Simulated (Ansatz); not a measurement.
# NO: the cost of one run

Computed with Ansatz 0.2.0 (the levels named in each step, unless a step's input says otherwise).

### Step 1. Starting point

Bond lengths: N1–O2 1.052 Å.

Coordinates:

```xyz
2

N     0.0000    0.0000    0.0000
O     0.0000    0.0000    1.0521
```

### Step 2. A rough first relaxation, PBE-D4/def2-SVP

This run stands in another session on the same molecule. It ended at:

```xyz
2

N     0.0000    0.0000   -0.0121
O     0.0000    0.0000    1.0642
```

### Step 3. Relaxation, HF/STO-3G

File input.yaml:

```yaml
crystal:
  periodic: [false, false, false]
  atoms:
    - { symbol: "N", position_ang: [0.0, 0.0, -0.01213721] }
    - { symbol: O, position_ang: [0.0, 0.0, 1.06419721] }
total_charge: 1
basis:
  gaussian: { orbitals: STO-3G }
hamiltonian:
  xc: hf
relax:
  f_tol: 0.002
  max_steps: 150
```

Run with:

```bash
> ansatz run input.yaml --threads 1 --pin off --max-ram 2560MiB --backend cpu --events-out ev --progress --plain --runs-dir out
```

Q: Estimate wall time and peak memory on 1 thread of Arm Neoverse N1, shared host.

About 1 s, with a peak of 0.071 GiB.
